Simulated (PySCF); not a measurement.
# LiP: energy against distance

Set-up: PySCF, no relativity, basis sets Li def2-TZVP, P def2-TZVP. Energies in eV from Li + P in their ground configurations at the same level. All curves are PBE0. state 1: ³Σ⁻ (triplet), unpaired electrons π ↑↑; state 2: Ms = 0 determinant of mixed spin (⟨S²⟩ near 1.0), unpaired electrons π ↑↓, a mixture of terms (⟨Lz²⟩ = 2.0), a second solution, started from another occupation; state 3: ³Π (triplet), unpaired electrons σ ↑, π ↑, a second solution, started from another occupation; state 4: Ms = 0 determinant of mixed spin (⟨S²⟩ near 1.0), unpaired electrons σ ↓, π ↑, a second solution, started from another occupation.

```
R (Å)  state 1  state 2  state 3  state 4
2.001   -1.347   -1.052   -0.944  -0.6127
2.094   -1.563   -1.266   -1.046  -0.7213
2.187   -1.684   -1.385   -1.075  -0.7584
2.257   -1.727   -1.427   -1.063  -0.7513
2.327   -1.739   -1.438   -1.028  -0.7216
2.397   -1.727   -1.423   -0.976  -0.6743
2.490   -1.680   -1.375   -0.886  -0.5910
2.606   -1.589   -1.279   -0.753  -0.4648
2.746   -1.448   -1.133   -0.574  -0.2949
2.932   -1.237   -0.911   -0.325  -0.0575
```

Task: Put a parabola through the three lowest points of the state 1 curve and estimate Re, k and ωe (reduced mass 5.72 u; 1 eV/Å² = 0.16022 mdyn/Å; ωe = 1302.8·√(k/μ) cm⁻¹).

Result: Through R = 2.257, 2.327, 2.397 Å the second-order coefficient is 2.45 eV/Å², so Re ≈ 2.327 Å, k ≈ 0.785 mdyn/Å and ωe ≈ 483 cm⁻¹. A polynomial fit of higher order to the unrounded PBE0 energies gives Re = 2.323 Å, k = 0.820 mdyn/Å, ωe = 493 cm⁻¹; anharmonicity and rounding make the difference.

The higher-order fit for each curve: state 1: Re = 2.323 Å, ωe = 493 cm⁻¹, De = 1.74 eV; state 2: Re = 2.319 Å, ωe = 498 cm⁻¹, minimum 1.44 eV below the ground-state fragments; state 3: Re = 2.190 Å, ωe = 528 cm⁻¹, minimum 1.08 eV below the ground-state fragments; state 4: Re = 2.203 Å, ωe = 517 cm⁻¹, minimum 0.76 eV below the ground-state fragments.

The state was picked by a PBE0 search and need not be the measured ground state.
